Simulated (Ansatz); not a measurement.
`O[Si]S` + HCl → `S[Si]Cl` + H₂O at 500 K and 1 bar (ligand exchange at the Si–O bond).

Gas-phase electronic energies from Ansatz, PBE0-D4/def2-TZVP geometries. CBS: def2 TZ/QZ extrapolation, frozen cores. Each species was taken in one conformer, which may not be the lowest.

```json
{"species": "`O[Si]S`", "CCSD(T)/CBS energy (Eh)": "-763.26573", "H − E (kJ/mol)": "91.2", "S (J/(mol·K))": "327.9"}
{"species": "HCl", "CCSD(T)/CBS energy (Eh)": "-460.38167", "H − E (kJ/mol)": "32.5", "S (J/(mol·K))": "201.9"}
{"species": "`S[Si]Cl`", "CCSD(T)/CBS energy (Eh)": "-1147.27489", "H − E (kJ/mol)": "57.0", "S (J/(mol·K))": "327.1"}
{"species": "H₂O", "CCSD(T)/CBS energy (Eh)": "-76.37685", "H − E (kJ/mol)": "73.2", "S (J/(mol·K))": "206.3"}
```

H − E and S are ideal-gas, rigid-rotor, harmonic terms from PBE0-D4/def2-TZVP, for one conformer and one mirror image of each species. 1 Eh = 2625.50 kJ/mol, R = 8.31446 J/(mol·K).

Problem. By hand: ΔE, ΔH, ΔS and ΔG.

Solution. ΔE = (-1147.27489) + (-76.37685) − (-763.26573) − (-460.38167) = -0.00434 Eh = -11.4 kJ/mol. Δ(H − E) = 57.0 + 73.2 − 91.2 − 32.5 = 6.5, so ΔH = -4.9 kJ/mol. ΔS = 327.1 + 206.3 − 327.9 − 201.9 = 3.6 J/(mol·K). ΔG = -4.9 − 500 × (3.6)/1000 = -6.7 kJ/mol.

Problem. By hand: the equilibrium constant, and the temperature at which ΔG would vanish if ΔH and ΔS stayed fixed.

Solution. log₁₀ K = −ΔG/(RT ln 10) = 0.7. ΔH and −TΔS have one sign here, so there is no such temperature. One of them is within its doubt of zero, so this could turn.

TΔS isn't small against ΔH here. A doubt of 5 kJ/mol in ΔE shifts log₁₀ K by 0.5 here. Other conformers and mirror images would add mixing entropy, several J/(mol·K) or more a flexible species. These are equilibria of isolated gas molecules and say nothing of rates. Largest T1 diagnostic: 0.015 (customary marks: 0.02 for closed shells, 0.045 for open ones).
